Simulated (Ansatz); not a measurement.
System: H2Si, singlet: symmetric bend, bond length relaxed. Scanned: H-Si-H angle. Other coordinates (Si-H bond length) were minimised at B3LYP/def2-TZVP.

- RKS-PBE/def2-TZVP = restricted PBE/def2-TZVP run with Ansatz (a quantum-chemistry and plane-wave program)
- RKS-PBE0/def2-TZVP = restricted PBE0/def2-TZVP in Ansatz
- FCI/def2-TZVP = full CI/def2-TZVP, frozen core run with Ansatz

Energies relative to the lowest point of each profile, in mEh; the last columns give the error against full CI:

| a / ° | RKS-PBE/def2-TZVP | RKS-PBE0/def2-TZVP | FCI/def2-TZVP | RKS-PBE/def2-TZVP − FCI/def2-TZVP | RKS-PBE0/def2-TZVP − FCI/def2-TZVP |
|---|---|---|---|---|---|
| 180 | 106.9 | 109.5 | 101.3 | 5.6 | 8.3 |
| 169.47 | 101.0 | 103.4 | 96.5 | 4.5 | 6.9 |
| 161.90 | 90.3 | 92.3 | 86.7 | 3.6 | 5.6 |
| 151.15 | 69.9 | 71.5 | 67.4 | 2.5 | 4.1 |
| 138.11 | 45.2 | 46.1 | 43.4 | 1.8 | 2.7 |
| 128.88 | 30.2 | 30.6 | 28.6 | 1.6 | 2.0 |
| 120.20 | 18.5 | 18.6 | 17.0 | 1.4 | 1.5 |
| 110.92 | 8.9 | 8.8 | 7.7 | 1.2 | 1.1 |
| 100.40 | 2.2 | 2.0 | 1.4 | 0.8 | 0.6 |
| 90.38 | 0.0 | 0.0 | 0.0 | 0.0 | 0.0 |
| 81.75 | 1.8 | 2.1 | 2.8 | -1.0 | -0.6 |
| 67.52 | 12.4 | 13.9 | 15.9 | -3.5 | -2.0 |
| 60 | 21.7 | 24.1 | 26.8 | -5.0 | -2.7 |

RKS-PBE/def2-TZVP is furthest from FCI/def2-TZVP at 180 (5.6 mEh, above); its mean absolute error over the points is 2.5 mEh.

RKS-PBE0/def2-TZVP is furthest from FCI/def2-TZVP at 180 (8.3 mEh, above); its mean absolute error over the points is 2.9 mEh.
